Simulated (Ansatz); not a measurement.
Worked example: a bond strength in SiH4O2 (SMILES O[SiH2]O)

The species is SiH4O2 (7 atoms), meant as a singlet with charge 0. SMILES: `O[SiH2]O`. The shape was relaxed beforehand at wB97X-V/def2-SVP. This is one conformer, not always the lowest.

```
atom    x (Å)    y (Å)    z (Å)
   O  -1.3997  -0.2542  -0.3574
  Si   0.0520   0.4274   0.0802
   O   1.2856  -0.6824   0.1817
   H  -1.4625  -0.6131  -1.2493
   H   0.5203   1.4052  -0.9360
   H  -0.2204   1.0574   1.3981
   H   1.2246  -1.3404   0.8827
```

Wanted: the dissociation energy of the H6–Si2 bond into doublet H and doublet SiH3O2 (shapes relaxed at wB97X-V/def2-SVP, no zero-point term). 1 Eh = 2625.50 kJ/mol = 27.2114 eV. Totals in Eh; open shells run unrestricted unless said.

```
              level  program       SiH4O2  doublet H  doublet SiH3O2
    SVWN5/def2-TZVP   Ansatz  -440.263504  -0.478344     -439.621096
   r2SCAN/def2-TZVP   Ansatz  -442.416155  -0.499927     -441.763682
CAM-B3LYP/def2-TZVP   Ansatz  -442.479964  -0.498811     -441.822549
```

Task: Work out the dissociation energy at each level.

Result: 
1. SVWN5/def2-TZVP: (-0.478344) + (-439.621096) − (-440.263504) = 0.164064 Eh = 430.7 kJ/mol = 4.46 eV.
2. r2SCAN/def2-TZVP: (-0.499927) + (-441.763682) − (-442.416155) = 0.152546 Eh = 400.5 kJ/mol = 4.15 eV.
3. CAM-B3LYP/def2-TZVP: (-0.498811) + (-441.822549) − (-442.479964) = 0.158604 Eh = 416.4 kJ/mol = 4.32 eV.

The levels span 401 to 431 kJ/mol; no measured value is set beside them. A bond enthalpy at 298 K also holds the loss of zero-point energy and thermal terms.
